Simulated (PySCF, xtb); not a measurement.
Potential energy curve for SH, doublet.

- UHF/3-21G = unrestricted Hartree-Fock/3-21G (PySCF 2.14.0)
- UKS-BP86/6-31G* = unrestricted BP86/6-31G*, spherical d (PySCF 2.14.0)
- GFN1-xTB (xtb)

Energies are in mEh, each relative to the lowest point of its own curve near equilibrium.

```tsv
R / Å	UHF/3-21G	UKS-BP86/6-31G*	GFN1-xTB
1.03	93.3	96.6	(withheld)
1.07	65.8	68.8	55.2
1.16	25.6	27.6	18.7
1.22	11.0	12.2	6.8
1.24	7.7	8.7	4.3
1.33	(withheld)	0.5	0.0
1.35	0.0	0.0	0.2
1.39	0.4	0.1	1.6
1.42	1.5	1.1	3.3
1.48	5.2	4.6	8.3
1.56	12.6	11.9	17.3
1.67	25.1	24.7	32.9
1.80	39.2	41.6	(withheld)
2.01	53.9	(withheld)	88.2
2.24	62.0	95.6	120.8
2.42	65.4	111.4	142.2
2.66	(withheld)	124.2	165.1
2.99	69.6	132.9	187.1
3.30	70.2	(withheld)	199.9
3.64	70.6	138.5	—
4.08	70.8	139.4	—
4.76	70.9	139.9	—
5.31	70.9	139.9	—
```

Q: Fill in the missing entries.

A: 
- 1.03, GFN1-xTB: 82.1
- 1.33, UHF/3-21G: 0.3
- 1.80, GFN1-xTB: 54.1
- 2.01, UKS-BP86/6-31G*: 69.0
- 2.66, UHF/3-21G: 67.9
- 3.30, UKS-BP86/6-31G*: 136.6

Dashes: no converged value, or the column stops at the first point that the program doubted or that broke a chosen test of continuity, which isn't proof of a fault.

The unrestricted determinant behind UHF/3-21G is spin-contaminated at 1.80 to 5.31 Å (<S²> up to 1.8, against 0.75 for a pure doublet). The unrestricted determinant behind UKS-BP86/6-31G* is spin-contaminated at 2.42 to 5.31 Å (<S²> up to 1.8, against 0.75 for a pure doublet).
